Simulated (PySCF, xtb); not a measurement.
HS, SMILES [SH], multiplicity 2.

Harmonic wavenumbers (cm⁻¹) from GFN2-xTB (xtb 6.7.1) at its own minimum, in rising order: 2461.

Question: What does B3LYP-D3(BJ)/def2-TZVPD (PySCF) give at its own minimum? (Estimate from the structure and the level; the computed values follow.)

Answer: 2663. Paired by order, the mean absolute difference is 203 cm⁻¹ and the zero-point energies are 3.5 and 3.8 kcal/mol.
